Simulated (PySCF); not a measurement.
# 2,2-difluoropropane (C₃H₆F₂): NMR shifts and electronic excitations in gas and solvents, part 2 of 2

PySCF 2.14.0. Atoms count from 0.

**9. Excited states and response: PBE0/aug-cc-pVTZ**

What the job is given:

```
{"job": {"kind": "uv", "xc": "PBE0", "basis": "aug-cc-pVTZ", "ip": false, "dynamic": true}, "charge": 0, "multiplicity": 1}
C      0.744300     1.027227    -0.296303
C     -0.464861     0.229696     0.110405
C     -0.275529    -1.260942     0.183126
F     -1.485002     0.500882    -0.763344
F     -0.895931     0.677785     1.331228
H      1.071408     0.727581    -1.292085
H      1.556043     0.862161     0.412445
H      0.488088     2.086816    -0.307344
H      0.513190    -1.503224     0.895809
H     -0.001077    -1.650143    -0.797551
H     -1.206766    -1.726134     0.506540
```

Level: TDDFT PBE0/aug-cc-pVTZ, vertical, gas phase, core orbitals frozen in the response.

What it wrote:

```text
coarse grid: 9152 points
cycle   1  E = -317.3362852351  dE =  4.624e-01  |g| = 7.272e-01  |ddm| = 6.472e+00
cycle   2  E = -317.2670814242  dE =  6.920e-02  |g| = 1.032e+00  |ddm| = 2.058e+00
cycle   3  E = -317.4252400603  dE = -1.582e-01  |g| = 8.646e-02  |ddm| = 1.114e+00
cycle   4  E = -317.4266176896  dE = -1.378e-03  |g| = 2.997e-02  |ddm| = 1.820e-01
cycle   5  E = -317.4268039502  dE = -1.863e-04  |g| = 2.969e-03  |ddm| = 4.842e-02
cycle   6  E = -317.4268055013  dE = -1.551e-06  |g| = 9.998e-04  |ddm| = 6.396e-03
final grid: 89064 points
cycle   7  E = -317.4235366293  dE = -9.585e-05  |g| = 8.036e-03  |ddm| = 3.846e-01
cycle   8  E = -317.4235285916  dE =  8.038e-06  |g| = 1.071e-02  |ddm| = 2.915e-02
cycle   9  E = -317.4235494277  dE = -2.084e-05  |g| = 1.086e-03  |ddm| = 1.413e-02
cycle  10  E = -317.4235495959  dE = -1.683e-07  |g| = 3.133e-04  |ddm| = 1.825e-03
cycle  11  E = -317.4235496136  dE = -1.765e-08  |g| = 3.278e-05  |ddm| = 5.041e-04
cycle  12  E = -317.4235496138  dE = -1.996e-10  |g| = 8.809e-06  |ddm| = 7.366e-05
converged SCF energy = -317.4235496138

Static polarisability (au): isotropic 41.145, principal 39.354 40.232 43.847

Singlet excitations
state   eV       nm        f      main configurations
  1   8.3821    147.9   0.03659   H->L 0.98
  2   9.1172    136.0   0.00163   H->L+1 0.98
  3   9.1874    135.0   0.00000   H->L+2 0.97
  4   9.3782    132.2   0.03037   H->L+3 0.97
  5   9.7245    127.5   0.06314   H->L+5 0.90
  6   9.7670    126.9   0.00003   H-2->L 0.93
  7   9.8110    126.4   0.01296   H-1->L 0.95
  8   9.8299    126.1   0.00530   H-3->L 0.92
  9   9.8959    125.3   0.08189   H->L+4 0.86, H-4->L 0.12
 10   9.9289    124.9   0.04708   H-4->L 0.83, H->L+4 0.12

Triplet excitations (Tamm-Dancoff, eV): 8.2915 8.9911 9.0904 9.2979
```

It took 67 s on 1 thread of AMD EPYC 7R43, shared host; peak memory 1.2 GiB.

Frontier orbitals and where they lie:

```
orbital      eV                       atoms
 HOMO−3  -11.01   C0 24 %, C2 23 %, H7 10 %
 HOMO−2  -10.97   C0 17 %, F4 17 %, F3 17 %
 HOMO−1  -10.93    F4 36 %, F3 36 %, C1 8 %
   HOMO   -9.51   C1 21 %, F3 20 %, F4 20 %
   LUMO   -0.13   H8 17 %, H6 17 %, H5 17 %
 LUMO+1    0.43  H7 19 %, H10 19 %, C0 11 %
 LUMO+2    0.59   C0 18 %, C2 18 %, H9 14 %
```

With each of the 10 states as a Gaussian band of 0.4 eV half-width at 1/e, the curve within the window shown has maxima at 148 nm (ε 1,500), 126 nm (ε 8,500) L/(mol cm). Beyond the last state computed it falls off for lack of states. The curve at chosen wavelengths:

```csv
nm,ε (L/mol/cm)
121,3535
123,6312
124,7480
126,8491
127,8231
129,6620
130,5574
132,3610
133,2812
135,1636
136,1238
138,767
139,675
141,727
142,842
144,1149
145,1296
147,1474
148,1483
150,1338
151,1203
153,877
154,713
156,430
157,319
159,163
```

Ground-state properties from the same run:

```
           property  computed  measured
  dipole moment (D)      2.37      2.40
polarisability (Å³)      6.10         –
 HOMO–LUMO gap (eV)      9.38         –
      −ε(HOMO) (eV)      9.51         –
C6 with itself (au)       843         –
```

Measured: gas; NIST CCCBDB Release 22 (SRD 101), experimental dipoles.

**10. TDDFT and polarisability: CAM-B3LYP/aug-cc-pVTZ**

The job, as its differences from that of step 9:

```diff
@@ -1,2 +1,2 @@
-{"job": {"kind": "uv", "xc": "PBE0", "basis": "aug-cc-pVTZ", "ip": false, "dynamic": true}, "charge": 0, "multiplicity": 1}
+{"job": {"kind": "uv", "xc": "CAM-B3LYP", "basis": "aug-cc-pVTZ", "ip": false, "dynamic": false}, "charge": 0, "multiplicity": 1}
 C      0.744300     1.027227    -0.296303
```

With the program's defaults for keys left out, this is: TDDFT CAM-B3LYP/aug-cc-pVTZ, vertical, gas phase, core orbitals frozen in the response.

What it wrote:

```text
coarse grid: 9152 points
cycle   1  E = -317.5519535306  dE =  5.536e-01  |g| = 7.766e-01  |ddm| = 6.569e+00
cycle   2  E = -317.5134929733  dE =  3.846e-02  |g| = 1.001e+00  |ddm| = 1.951e+00
cycle   3  E = -317.6527114919  dE = -1.392e-01  |g| = 6.449e-02  |ddm| = 1.039e+00
cycle   4  E = -317.6533773993  dE = -6.659e-04  |g| = 2.700e-02  |ddm| = 1.421e-01
cycle   5  E = -317.6535242607  dE = -1.469e-04  |g| = 3.595e-03  |ddm| = 4.581e-02
cycle   6  E = -317.6535271071  dE = -2.846e-06  |g| = 6.926e-04  |ddm| = 7.421e-03
final grid: 89064 points
cycle   7  E = -317.6501212849  dE = -6.743e-05  |g| = 6.076e-03  |ddm| = 2.721e-01
cycle   8  E = -317.6501194841  dE =  1.801e-06  |g| = 7.192e-03  |ddm| = 2.354e-02
cycle   9  E = -317.6501269749  dE = -7.491e-06  |g| = 5.330e-04  |ddm| = 8.039e-03
cycle  10  E = -317.6501270112  dE = -3.628e-08  |g| = 2.298e-04  |ddm| = 1.225e-03
cycle  11  E = -317.6501270219  dE = -1.073e-08  |g| = 2.034e-05  |ddm| = 4.530e-04
cycle  12  E = -317.6501270220  dE = -9.982e-11  |g| = 5.135e-06  |ddm| = 5.409e-05
converged SCF energy = -317.6501270220

Static polarisability (au): isotropic 40.959, principal 39.357 40.117 43.401

Singlet excitations
state   eV       nm        f      main configurations
  1   8.7356    141.9   0.03749   H->L 0.88
  2   9.5638    129.6   0.00138   H->L+1 0.92
  3   9.5703    129.6   0.00000   H->L+2 0.87
  4   9.7457    127.2   0.01920   H->L+3 0.84
  5   9.9976    124.0   0.00016   H-2->L 0.75
  6  10.0350    123.6   0.08278   H-3->L 0.50, H->L+6 0.28
  7  10.1165    122.6   0.01790   H->L+6 0.47, H-3->L 0.32
  8  10.1330    122.4   0.02495   H-1->L 0.77
  9  10.2221    121.3   0.13631   H-4->L 0.77, H-3->L+1 0.10
 10  10.3245    120.1   0.00183   H->L+8 0.66, H->L+21 0.10

Triplet excitations (Tamm-Dancoff, eV): 8.6406 9.4430 9.4759 9.6957
```

Run time: 76 s. Hardware: 1 thread of AMD EPYC 7R43, shared host; peak memory 1.5 GiB.

Key values: HOMO -11.04 eV, LUMO 0.19 eV; lowest singlet 8.74 eV.

**11. TDDFT and polarisability: wB97X-D/aug-cc-pVTZ**

The job, as its differences from that of step 10:

```diff
@@ -1,2 +1,2 @@
-{"job": {"kind": "uv", "xc": "CAM-B3LYP", "basis": "aug-cc-pVTZ", "ip": false, "dynamic": false}, "charge": 0, "multiplicity": 1}
+{"job": {"kind": "uv", "xc": "wB97X-D", "basis": "aug-cc-pVTZ", "ip": true, "dynamic": false}, "charge": 0, "multiplicity": 1}
 C      0.744300     1.027227    -0.296303
```

Method: TDDFT wB97X-D/aug-cc-pVTZ, vertical, gas phase, core orbitals frozen in the response.

What it wrote:

```text
coarse grid: 9152 points
cycle   1  E = -317.5636563905  dE =  5.815e-01  |g| = 7.734e-01  |ddm| = 6.952e+00
cycle   2  E = -317.5499201641  dE =  1.374e-02  |g| = 9.160e-01  |ddm| = 2.258e+00
cycle   3  E = -317.6651724316  dE = -1.153e-01  |g| = 5.250e-02  |ddm| = 9.855e-01
cycle   4  E = -317.6656379268  dE = -4.655e-04  |g| = 2.258e-02  |ddm| = 1.264e-01
cycle   5  E = -317.6657438593  dE = -1.059e-04  |g| = 3.540e-03  |ddm| = 6.809e-02
cycle   6  E = -317.6657469099  dE = -3.051e-06  |g| = 6.546e-04  |ddm| = 1.060e-02
final grid: 89064 points
cycle   7  E = -317.6652623305  dE = -1.941e-04  |g| = 1.072e-02  |ddm| = 3.896e-01
cycle   8  E = -317.6652611014  dE =  1.229e-06  |g| = 1.141e-02  |ddm| = 4.189e-02
cycle   9  E = -317.6652782030  dE = -1.710e-05  |g| = 7.970e-04  |ddm| = 1.330e-02
cycle  10  E = -317.6652782974  dE = -9.445e-08  |g| = 3.642e-04  |ddm| = 3.131e-03
cycle  11  E = -317.6652783249  dE = -2.751e-08  |g| = 3.515e-05  |ddm| = 9.003e-04
cycle  12  E = -317.6652783254  dE = -4.447e-10  |g| = 9.670e-06  |ddm| = 1.958e-04
converged SCF energy = -317.6652783254

Static polarisability (au): isotropic 40.968, principal 39.359 40.127 43.416

Singlet excitations
state   eV       nm        f      main configurations
  1   8.8556    140.0   0.03699   H->L 0.83, H->L+9 0.09
  2   9.5870    129.3   0.00000   H->L+2 0.85, H->L+12 0.09
  3   9.5972    129.2   0.00054   H->L+1 0.89
  4   9.7528    127.1   0.02137   H->L+3 0.82
  5  10.1008    122.7   0.00027   H-2->L 0.69, H-2->L+9 0.09
  6  10.1315    122.4   0.07867   H-3->L 0.37, H->L+6 0.35
  7  10.2200    121.3   0.00753   H-3->L 0.38, H->L+6 0.34
  8  10.2315    121.2   0.02777   H-1->L 0.69
  9  10.2892    120.5   0.16146   H-4->L 0.50, H->L+4 0.27
 10  10.3301    120.0   0.00140   H->L+4 0.59, H-4->L 0.18

Triplet excitations (Tamm-Dancoff, eV): 8.7653 9.4527 9.5024 9.6791
Vertical ionisation energy (delta-SCF) = 11.8924 eV
```

Run time: 2.1 min. Hardware: 1 thread of AMD EPYC 7R43, shared host; peak memory 1.7 GiB.

This run: HOMO -11.43 eV, LUMO 0.82 eV; lowest singlet 8.86 eV.

**12. Comparing the runs: NMR shifts**

Shifts (ppm), means over like atoms, with basis size and wall time (the measured row can stand on another reference than the computed rows):

```
                           run     C1    C0    H5      F3  functions  time
                 PBE0/pcSseg-2  131.6  26.8  1.48  -102.9        264  30 s
                  KT3/pcSseg-2  130.5  25.8  1.48  -120.4        264  44 s
              wB97X-D/pcSseg-2  131.9  27.4  1.50   -96.6        264  38 s
                B97-2/pcSseg-2  130.6  26.6  1.49  -104.2        264  28 s
   WP04/pcSseg-2 in chloroform  140.7  27.6  1.66  -106.9        264  28 s
wB97X-D/pcSseg-2 in chloroform  134.5  27.7  1.61   -97.7        264  40 s
                      measured      –     –     –   -84.5          –     –
```

Measured: G. Saielli, R. Bini, A. Bagno, Computational 19F NMR. 2. Organic compounds, RSC Adv. 2014, ESI (exp. from Berger-Braun-Kalinowski 1994 and Everett 1995).

**13. Run by run: electronic excitations**

Excitations and ground-state properties, with basis size and wall time:

```
                  run  lowest singlet (eV)  brightest (eV)      f  gap (eV)  α (Å³)  μ (D)  functions     time
     PBE0/aug-cc-pVTZ                 8.38            9.90  0.082      9.38    6.10   2.37        368     67 s
CAM-B3LYP/aug-cc-pVTZ                 8.74           10.22  0.136     11.23    6.07   2.45        368     76 s
  wB97X-D/aug-cc-pVTZ                 8.86           10.29  0.161     12.25    6.07   2.38        368  2.1 min
```

Measured dipole: 2.40 D (gas; NIST CCCBDB Release 22 (SRD 101), experimental dipoles).

**14. Summary of results**

The summary covers parts 1 to 2.

| quantity | value |
| --- | --- |
| point group | C2v |
| rotational constants (main isotopes) | 5.18, 4.88, 4.85 GHz |
| 13C shifts against TMS (PBE0/pcSseg-2, means over atoms taken as alike) | 131.6, 26.8 ppm |
| 1H shifts against TMS (PBE0/pcSseg-2, means over atoms taken as alike) | 1.48 ppm |
| 19F shifts against CFCl3 (PBE0/pcSseg-2, means over atoms taken as alike) | -102.9 ppm |
| measured, and computed on the same scale | F3 δ -84.5, -102.9 ppm |
| lowest singlet (PBE0/aug-cc-pVTZ) | 8.38 eV (148 nm), f = 0.037 |
| brightest single state of those computed | state 9, 9.90 eV, f = 0.082 |
| lowest triplet | 8.29 eV |
| range of the shift of C1 (wB97X-D/pcSseg-2 runs) | 131.9 to 134.5 ppm |
| range of the lowest singlet | 8.38 to 8.86 eV |

In words: Relaxing lowered the energy by 0.084 eV in 6 steps; the close pair that moved most is C0–C1, from 1.551 to 1.505 Å. No frequency check was run at this level, so the end point may be a saddle. At PBE0/pcSseg-2: The widest tensor belongs to F3, F4: span 161 ppm, with a paramagnetic part of -193 ppm. The one measured 19F shift is missed by -18.4 ppm (computed less measured, unscaled). Vibration, temperature and solvent are missing from the calculation, and it holds one conformer, so part of the miss against the measured shifts is not the functional's. The lowest singlet, at 8.38 eV, is HOMO→LUMO 0.98 and is weak; of the 10 states computed, the strongest absorption comes from state 9 at 9.90 eV (the last state computed is bright too, and its partners may lie past the list). The lowest triplet lies 0.09 eV below the lowest singlet (triplets in Tamm-Dancoff, singlets in full TDDFT). States above −ε(HOMO) lie where TDDFT describes them poorly and they hang on the basis; the brightest is among them. The dipole moment, 2.37 D, compares with 2.40 D measured (one conformer here). At one level, wB97X-D/pcSseg-2: Across the 2 runs the shift of C1 moves most, between 131.9 (wB97X-D/pcSseg-2) and 134.5 ppm (wB97X-D/pcSseg-2 in chloroform). Part of that comes from the computed reference. The lowest singlet runs from 8.38 eV (PBE0/aug-cc-pVTZ) to 8.86 eV (wB97X-D/aug-cc-pVTZ), while the orbital gap spans 9.38 to 12.25 eV: the excitation energy moves far less from run to run than the orbital gap does. The lowest state need not be the same one in every run. One molecule ranks no method: errors cancel, and vibration and temperature are missing from all runs.
